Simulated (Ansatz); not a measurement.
# H₂O+ (doublet): from Hartree-Fock to the top rungs at a displaced geometry (v2), cc-pVTZ

Aim: climb from Hartree-Fock through coupled cluster and multireference methods for H₂O+ (doublet) at one geometry and basis, and see what each rung misses.

The runs use Ansatz 0.2.0, Gaussian basis; cc-pVTZ, correlated electrons: outside noble gas.

To be run: UHF; CCSD(T) on ROHF; CCSD(T) on UHF; BCCD(T) on ROHF; CISD; CCSDT(Q) on ROHF; CCSDT(Q) on UHF; CASSCF and MRCISD+Q, 7 electrons in 6 orbitals; CASSCF and NEVPT4(SD), 7 electrons in 6 orbitals; CASSCF and NEVPT2, 7 electrons in 6 orbitals.

## Step 1: The system

The geometry is a PBE0/def2-TZVP stationary point (not a proven minimum) with its atoms shifted at random (size 0.100 Å).

3 atoms, charge 1, spin multiplicity 2.

Atoms are counted from 1 here; the program's logs count them from 0.

Bond lengths: O1–H2 1.013 Å, O1–H3 0.997 Å. Angles: H2–O1–H3 109.0°.

In the tables R marks a restricted open-shell determinant and U an unrestricted one; 'valence' is the active space of 7 electrons in 6 orbitals; correlation energies count from the lowest restricted Hartree-Fock solution.

## Step 2: UHF

File in.yaml:

```yaml
crystal:
  periodic: [false, false, false]
  atoms:
    - {symbol: O, position_ang: [0.014162, -0.063730, -0.000840]}
    - {symbol: H, position_ang: [-0.150712, 0.522015, -0.810386]}
    - {symbol: H, position_ang: [-0.074091, 0.489591, 0.823714]}
basis:
  gaussian: {orbitals: cc-pVTZ}
total_charge: 1
magnetization: {spin_polarized: true, initial_magnetization: 1}
hamiltonian: {xc: hf}
output: {orbitals: {seedname: orbitals}}
```

On the command line:

```
ansatz run in.yaml --threads 1 --pin off --events-out ev --progress --plain --max-ram 2393MiB
```

After this run come: CCSD(T) on ROHF; CCSD(T) on UHF; BCCD(T) on ROHF; CISD; CCSDT(Q) on ROHF; CCSDT(Q) on UHF; CASSCF and MRCISD+Q, 7 electrons in 6 orbitals; CASSCF and NEVPT4(SD), 7 electrons in 6 orbitals; CASSCF and NEVPT2, 7 electrons in 6 orbitals.

Q: Predict the results of all the runs planned. Wanted: correlation energy, UCCSDT(Q); RMP2 from UCCSDT(Q); UMP2 from UCCSDT(Q); RCCSD from UCCSDT(Q); RCCSD(T) from UCCSDT(Q); UCCSD(T) from UCCSDT(Q); RCCSDT(Q) from UCCSDT(Q); NEVPT2 valence from UCCSDT(Q); NEVPT4(SD) valence from UCCSDT(Q).

**Answer**, as computed:

```
                         quantity                                                                     value
    correlation energy, UCCSDT(Q)                                                                -6.1323 eV
              RMP2 from UCCSDT(Q)                                                              +54.2 kJ/mol
              UMP2 from UCCSDT(Q)                                                              +55.1 kJ/mol
             RCCSD from UCCSDT(Q)                                                              +14.6 kJ/mol
          RCCSD(T) from UCCSDT(Q)                                                               +1.4 kJ/mol
          UCCSD(T) from UCCSDT(Q)                                                               +1.2 kJ/mol
         RCCSDT(Q) from UCCSDT(Q)                                                               +0.2 kJ/mol
    NEVPT2 valence from UCCSDT(Q)                                                              +66.1 kJ/mol
NEVPT4(SD) valence from UCCSDT(Q)                                                               +6.2 kJ/mol
  MRCISD+Q valence from UCCSDT(Q)                                                               +2.3 kJ/mol
levels within 1 kcal/mol (43 meV)  RCCSD(T), UCCSD(T), BCCD(T), RCCSDT, UCCSDT, RCCSDT(Q), MRCISD+Q valence
                    T1 diagnostic                                                                     0.013
   effectively unpaired electrons                                                                      1.01
```

**Reading.** RCCSD(T) lands +1.4 kJ/mol from the yardstick (0.2 % of the correlation energy). One determinant dominates. Of the multireference levels listed MRCISD+Q valence comes nearest (+2.3 kJ/mol). These misses are within one basis and frozen core, not against nature; frozen cores of the runs differ by up to some meV.
